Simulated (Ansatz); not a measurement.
## Ansatz (development build ahead of 0.2.0) run

```yaml
crystal:
  periodic: [false, false, false]
  atoms:
    - { symbol: H, position_ang: [0.0, 0.24939, -1.29731] }
    - { symbol: Si, position_ang: [0.0, -0.49878, 0.0] }
    - { symbol: H, position_ang: [0.0, 0.24939, 1.29731] }
basis:
  gaussian: { orbitals: def2-SVP }
total_charge: 1
magnetization:
  spin_polarized: true
  initial_magnetization: 1
hamiltonian:
  xc: hf
correlation:
  method: ccsd_t
  frozen_orbitals: { H: 0, Si: 5 }
scf:
  omitted_lower_state_checks: [stability, starts, atomic_configurations, cluster_reference, orbital_swaps, given_window_search, neighbouring_geometries, increment]
```

The input is written out in the form of the current development build from the run's settings.

Results

```yaml
Converged: yes
Reference_energy: -289.63383 hartree
Correlation_energy: -0.08393 hartree
Total_energy: -289.71775 hartree
```
